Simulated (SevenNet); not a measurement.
# Zinc-blende HgSe

Calculation: the machine-learned potential SevenNet-l3i5 (trained on PBE and PBE+U data).

Cell: relaxed at this level.

equilibrium lattice constant a: 6.277 Å
equilibrium volume per atom: 30.91 Å³/atom
bulk modulus: 43.2 GPa
elastic constant C11: 52.9 GPa
elastic constant C12: 38.4 GPa
elastic constant C44: 18.0 GPa

Measured, for comparison: lattice constant a 6.085 Å, equilibrium volume per atom 28.16 Å³/atom (293 K, not corrected to a static lattice; as tabulated in Cardona et al. (2009), arXiv:0908.2634); elastic constant C11 69 GPa, elastic constant C12 51.0 GPa, elastic constant C44 23.1 GPa (0 K, extrapolated to 0 K; as tabulated in Elastic constants of mercury selenide). Computed (rounded) less measured: lattice constant a +3.2 %, equilibrium volume per atom +9.8 %, elastic constant C11 -23 %, elastic constant C12 -25 %, elastic constant C44 -22 %.

A machine-learned potential is trained on density-functional data: it inherits that level's misses and adds fitting errors of its own.

Note: this model's volume lies 10 % above that of the starting cell (a measured, published or database cell).

Elastic constants are with the ions relaxed.
